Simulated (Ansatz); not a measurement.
## A relaxation, step by step

C$_{2}$H$_{3}$S, doublet, PBE0-D4/def2-TZVP (Ansatz 0.2.0). Settings:

```yaml
hamiltonian: {xc: pbe0, dispersion: d4}
relax: {f_tol: 0.005, max_steps: 200}
```

Start, a step off a saddle point along its unstable mode:

```csv
atom,x (Å),y (Å),z (Å)
C1,-1.0821,0.1828,0.1646
C2,-0.4078,1.0646,-0.3375
S3,1.2824,-1.4831,-0.4131
H4,-1.4405,-0.7880,0.5658
H5,0.0375,1.9337,-0.7568
H6,1.6105,-0.9099,0.7770
```

```csv
step,energy less the last (meV),largest force component (eV/Å)
1,130.3,1.471
2,60.9,0.734
3 (rejected trial),88.9,0.844
4,33.1,0.604
5,2.5,0.304
6,0.1,0.016
7,0.0,0.006
8,0.0,0.001
```

Step 2, positions (Å) and forces (eV/Å):

| atom | x | y | z | Fx | Fy | Fz |
| --- | --- | --- | --- | --- | --- | --- |
| C1 | -1.146 | 0.187 | 0.194 | 0.383 | -0.734 | -0.123 |
| C2 | -0.415 | 1.002 | -0.314 | -0.477 | 0.123 | 0.160 |
| S3 | 1.359 | -1.400 | -0.446 | 0.043 | 0.128 | 0.191 |
| H4 | -1.622 | -0.716 | 0.560 | 0.069 | 0.731 | -0.098 |
| H5 | 0.103 | 1.829 | -0.750 | 0.041 | -0.161 | 0.061 |
| H6 | 1.721 | -0.901 | 0.757 | -0.059 | -0.087 | -0.192 |

Step 4, positions (Å) and forces (eV/Å):

| atom | x | y | z | Fx | Fy | Fz |
| --- | --- | --- | --- | --- | --- | --- |
| C1 | -1.129 | 0.159 | 0.193 | 0.177 | -0.604 | -0.014 |
| C2 | -0.400 | 0.973 | -0.310 | -0.187 | 0.328 | -0.015 |
| S3 | 1.345 | -1.335 | -0.467 | 0.043 | 0.062 | 0.107 |
| H4 | -1.637 | -0.705 | 0.576 | -0.038 | 0.390 | -0.015 |
| H5 | 0.139 | 1.785 | -0.747 | 0.030 | -0.125 | 0.047 |
| H6 | 1.682 | -0.877 | 0.755 | -0.025 | -0.052 | -0.111 |

Step 6, positions (Å) and forces (eV/Å):

```
atom       x       y       z      Fx      Fy      Fz
  C1  -1.105   0.117   0.176   0.016   0.001  -0.008
  C2  -0.437   0.990  -0.310  -0.005  -0.014   0.006
  S3   1.396  -1.315  -0.483  -0.011   0.001  -0.009
  H4  -1.699  -0.657   0.602  -0.009   0.000   0.002
  H5   0.147   1.766  -0.744   0.003   0.008  -0.002
  H6   1.698  -0.900   0.759   0.007   0.005   0.011
```

Last step (8):

```xyz
6
angstrom
C -1.1027 0.1135 0.1741
C -0.4346 0.9875 -0.3082
S 1.3821 -1.3181 -0.4775
H -1.7018 -0.6586 0.5976
H 0.1506 1.7656 -0.7401
H 1.7064 -0.8900 0.7540
```

The run took about 16 s on 2 CPU threads of an Intel Xeon 6975P-C (shared host).
